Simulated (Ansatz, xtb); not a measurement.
## C5H8: which of two isomers lies lower

Structure a is `C1=CCCC1`, a singlet and structure b is `C=C1CCC1`, a singlet. Both are isolated molecules in the gas phase, relaxed with B3LYP-D3(BJ)/def2-SVP; the shapes shown needn't be the lowest conformers.

a (Å):

| atom | x (Å) | y (Å) | z (Å) |
| --- | --- | --- | --- |
| C | -0.2704 | -0.7716 | -1.3694 |
| C | -1.2119 | 0.1163 | -1.0277 |
| C | -0.8573 | 0.8506 | 0.2449 |
| C | 0.3074 | 0.0074 | 0.8199 |
| C | 0.8755 | -0.7839 | -0.3840 |
| H | -0.2882 | -1.3886 | -2.2716 |
| H | -2.1119 | 0.3314 | -1.6096 |
| H | -1.7045 | 0.9392 | 0.9457 |
| H | -0.5416 | 1.8863 | 0.0133 |
| H | -0.0941 | -0.7031 | 1.5602 |
| H | 1.0673 | 0.6156 | 1.3329 |
| H | 1.7623 | -0.2868 | -0.8228 |
| H | 1.2008 | -1.8013 | -0.1088 |

b (Å):

```xyz
13

C    -1.5073   -0.5432   -1.5880
C    -0.6476   -0.2999   -0.6012
C    -0.6006    0.7159    0.5303
C     0.9269    0.4366    0.6517
C     0.7480   -0.8066   -0.2693
H    -1.2971   -1.2978   -2.3521
H    -2.4510    0.0048   -1.6679
H    -1.1629    0.3820    1.4192
H    -0.9154    1.7441    0.2911
H     1.3173    0.2515    1.6628
H     1.5328    1.2225    0.1774
H     1.4490   -0.9252   -1.1108
H     0.7280   -1.7529    0.2980
```

Quicker runs give these differences E(b) − E(a): GFN2-xTB +63.2 kJ/mol; HF/STO-3G +103.2 kJ/mol (at GFN2-xTB geometries); r2SCAN-D4/def2-SVP +90.6 kJ/mol (at GFN2-xTB geometries).

Question: Estimate E(b) − E(a) at the level CCSD(T)/def2-SVP + ΔMP2/def2-TZVPP.

Answer: Calculated at CCSD(T)/def2-SVP + ΔMP2/def2-TZVPP: E(b) − E(a) = +91.1 kJ/mol, so structure a lies lower.

Level by level:

| level | geometry | E(b) − E(a) (kJ/mol) | departure from the last row (kJ/mol) | job, with rough time for the two |
| --- | --- | --- | --- | --- |
| GFN2-xTB | GFN2-xTB | +63.2 | −27.8 | optimisation, 0.11 s |
| HF/STO-3G | GFN2-xTB | +103.2 | +12.2 | single point, 0.26 s |
| r2SCAN-D4/def2-SVP | GFN2-xTB | +90.6 | −0.5 | single point, 1.9 s |
| B3LYP-D3(BJ)/def2-SVP | B3LYP-D3(BJ)/def2-SVP | +85.9 | −5.1 | optimisation, 44 s |
| HF/def2-SVP | B3LYP-D3(BJ)/def2-SVP | +89.8 | −1.3 | part of the CCSD(T) run |
| MP2/def2-SVP | B3LYP-D3(BJ)/def2-SVP | +94.5 | +3.4 | part of the CCSD(T) run |
| CCSD(T)/def2-SVP | B3LYP-D3(BJ)/def2-SVP | +91.5 | +0.4 | single point |
| CCSD(T)/def2-SVP + ΔMP2/def2-TZVPP | B3LYP-D3(BJ)/def2-SVP | +91.1 |  | single point, 23 s |

As drawn, both hold the same kinds of bond in the same numbers. Structure a has a 5-membered ring, b a 4-membered ring.

None of the levels shown reverses the order. The largest departure from CCSD(T)/def2-SVP + ΔMP2/def2-TZVPP is that of GFN2-xTB, 27.8 kJ/mol. The last row adds to CCSD(T) the change of the MP2 difference between the two basis sets, here −0.4 kJ/mol.

With harmonic frequencies from B3LYP-D3(BJ)/def2-SVP (ideal gas, rigid rotor, one conformer each, 298.15 K, 1 atm): the zero-point term adds −5.1 kJ/mol; ΔH is +87.2 and ΔG +84.1 kJ/mol.

The correlated steps freeze 5 core orbitals. Run with Ansatz 0.2.0, xtb 6.7.1; the last row on 2 threads of Intel(R) Xeon(R) 6975P-C (Granite Rapids) on a shared host.
